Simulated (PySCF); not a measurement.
Relaxation of singlet FSiN

Level of theory: PBE0/[Si def2-TZVP, N def2-TZVP, F def2-TZVP], no relativity, density fitting, PySCF. A (50,194) grid was used.

A hand-made linear start, of C∞v symmetry, held to at least that symmetry:

```xyz
3
charge 0 multiplicity 1, angstrom
Si    0.0000    0.0000   -0.1773
N     0.0000    0.0000   -1.8473
F     0.0000    0.0000    1.6227
```

(1) What forces act on the atoms at the start (eV/Å)?

(2) What does it relax to?

(3) How much energy is released, and in how many steps?

## Answers

(1) 
| atom | Fx | Fy | Fz |
| --- | --- | --- | --- |
| Si1 | 0.00 | 0.00 | 0.04 |
| N2 | 0.00 | 0.00 | 4.28 |
| F3 | 0.00 | 0.00 | -4.32 |

(2) It ends at C∞v with Si–F 1.576 Å, Si–N 1.557 Å; F–Si–N 180.0°. A frequency run shows a minimum. Other isomers or separated fragments may lie lower.

(3) 83.9 kJ/mol in 4 steps.

The relaxation took 4.8 s on 2 threads of a shared Arm Neoverse V2 host, with 99 basis functions and 6 gradients; the process peaked at 0.53 GiB.
